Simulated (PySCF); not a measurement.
Atomic charges by several schemes

Compound: Si2H6.
Geometry (GFN2-xTB, Å), atoms numbered from 1 in this order:
```
atom  x, y, z in Å
Si1   -1.145    0.117   -0.021
Si2    1.148   -0.113    0.014
H3    -1.785   -0.786   -0.981
H4    -1.569    1.472   -0.384
H5    -1.757   -0.166    1.280
H6     1.566   -1.472    0.374
H7     1.790    0.785    0.980
H8     1.762    0.173   -1.286
```

Density: PBE0/pcSseg-1 (PySCF); schemes: Mulliken, IAO, Hirshfeld and ESP-fitted. Isolated species at its GFN2-xTB geometry, gas phase.

Q: What partial charge does each atom carry?

A: In e; atoms taken as equivalent share a row and are averaged (×n: the atom named and its like, n in all):

```csv
atom,environment,Mulliken,IAO,Hirshfeld,ESP-fitted
Si1/Si2,SiH3 silicon,+0.172,+0.286,+0.219,+0.223
H3 (×6),Si–H hydrogen,-0.057,-0.095,-0.073,-0.074
```

Mean size of the charges over all atoms: IAO 0.143 e, ESP-fitted 0.112 e, Hirshfeld 0.110 e, Mulliken 0.086 e. Each set sums to the total charge, 0, to within 0.001 e. The IAO scheme projects the occupied orbitals on a minimal set of polarised atomic orbitals and counts the electrons in each atom's part of it. The Mulliken scheme gives each basis function's population to the atom it is centred on and halves the overlap population of two atoms between them.

Lowest charge. All schemes agree: Mulliken H3 (×6) (-0.057); IAO H3 (×6) (-0.095); Hirshfeld H3 (×6) (-0.073); ESP-fitted H3 (×6) (-0.074).

Highest charge. All schemes agree: Mulliken Si1/Si2 (+0.172); IAO Si1/Si2 (+0.286); Hirshfeld Si1/Si2 (+0.219); ESP-fitted Si1/Si2 (+0.223).

Q: Sum the charges by element.

A: 
```
element  atoms  Mulliken     IAO  Hirshfeld  ESP-fitted
     Si      2    +0.343  +0.573     +0.438      +0.446
      H      6    -0.343  -0.573     -0.438      -0.446
```

Q: How many electrons does the Mulliken scheme count on Si2?

A: Its own charge is +0.172 e, so Z − q = 13.828.
